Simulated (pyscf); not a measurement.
## Insertion: F–W(F)(F)–F [singlet] + hydrogen chloride (HCl) -> F–WH(F)(F)(F)–Cl

Gas phase, singlet surface, charge 0. Bonds broken: Cl6–H7. Bonds formed: W2–Cl6, W2–H7. Structures and frequencies: ωB97X-D3(BJ)/def2-SVP in PySCF.

Transition state (Å):

```xyz
7

F     -1.1876     0.4427     0.9707
W     -0.4538    -0.2864    -0.5483
F      1.3515     0.0080    -0.1784
F     -1.5475     0.7794    -1.5960
F     -0.2569    -1.4693    -1.9414
Cl     0.2860    -2.3444     1.0730
H     -0.8822    -1.9299     0.4001
```

One imaginary mode, 252i cm⁻¹; descent along it reached the two sides named.

| bond | change | reactant side (Å) | saddle | product side |
|---|---|---|---|---|
| Cl6–H7 | breaks | 1.285 | 1.410 | 2.516 |
| W2–Cl6 | forms | 3.5 | 2.7 | 2.284 |
| W2–H7 | forms | 3.7 | 1.945 | 1.674 |

Electronic energies relative to the separated reactants (kcal/mol):

```tsv
level	barrier	reaction energy	reverse barrier
ωB97X-D3(BJ)/def2-TZVP	8.2	-20.3	28.5
PBE/def2-TZVP	2.6	-27.1	29.7
r²SCAN/def2-TZVP	3.1	-28.9	32.0
B3LYP-D3(BJ)/def2-TZVP	8.5	-18.7	27.2
PBE0-D3(BJ)/def2-TZVP	6.1	-22.3	28.4
M06-2X/def2-TZVP	12.7	-8.3	21.0
ωB97M-D3(BJ)/def2-TZVP	13.4	-11.7	25.1
```

With ωB97M-D3(BJ)/def2-TZVP energies and thermal terms (ideal gas, 1 atm, RRHO with modes under 100 cm⁻¹ raised to 100, one conformer, R ln 2 for chiral ones without a mode under 150 cm⁻¹), in kcal/mol:

```csv
T (K),ΔH‡,ΔG‡,ΔH,ΔG
298,12.7,22.7,-10.2,+0.6
600,12.7,32.8,-10.0,+11.5
900,13.0,42.8,-9.4,+22.2
1200,13.4,52.7,-8.5,+32.5
```

This saddle turned up in a search for another step; its sides and bond changes are read from the two ends of the descent. This is the saddle that the search found; another between the same sides may lie lower. Elements past Kr carry the def2 core potentials, without spin-orbit coupling.
